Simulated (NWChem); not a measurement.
**Correlation energy of P**

SMILES: [P]
```xyz
1

P      0.0000     0.0000     0.0000
```
Charge 0, spin multiplicity 4.

The numbers come from NWChem runs, not from measurements.

Basis set: cc-pVQZ. Each correlation energy counts from its own Hartree-Fock reference.

The correlated methods keep 5 core orbitals frozen. No SCF solution was tested for a lower state. Open-shell Hartree-Fock references start from PBE0 orbitals. Coupled-cluster values serve here as a point of comparison, not as the truth.

Q: Order these methods by the correlation energy they give, lowest first: CCSD on UHF, URI-MP2, CCSD[T] on ROHF, CCSD(T) on UHF.

A: CCSD[T] on ROHF (-110.0 mHa), CCSD(T) on UHF (-109.2 mHa), CCSD on UHF (-104.7 mHa), URI-MP2 (-88.9 mHa)
